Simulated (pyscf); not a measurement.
Optimised with ωB97X-D3(BJ)/def2-SVP in PySCF. MP2 and CC: frozen core, UHF for open shells. ΔMP2 is the change of the MP2 total energy from the triple- to the quadruple-zeta basis.

Question: HO–B(Cl)–Cl (SMILES OB(Cl)Cl) + H₂O (SMILES O) -> HO–B(OH)–Cl (SMILES OB(O)Cl) + HCl (SMILES Cl)
Surface: singlet. Broken: B–Cl, H–O. Formed: B–O, Cl–H. Give ΔE‡ and ΔE from CCSD(T)/def2-TZVPP + ΔMP2(QZVPP), relative to the separated reactants.

Answer: ΔE‡ = 13.5 kcal/mol, ΔE = -11.4 kcal/mol. Zero-point energy shifts the barrier by -0.2 kcal/mol. It is a four-centre exchange, with an imaginary mode of 944i cm⁻¹. On the reactant side the descent ends in an adduct with a B–O contact, 3.7 kcal/mol under the separated species and 14.9 kcal/mol under the saddle at ωB97X-D3(BJ)/def2-TZVP. What is counted as formed (B–O) is already present as a longer contact in the reactant adduct; forming that adduct is a step of its own. At ωB97X-D3(BJ) the barrier from the zero used here is 11.2 kcal/mol. This is the saddle that the search found; another between the same sides may lie lower. The CCSD(T) − MP2 part came from Ansatz, without density fitting, on the same reference.
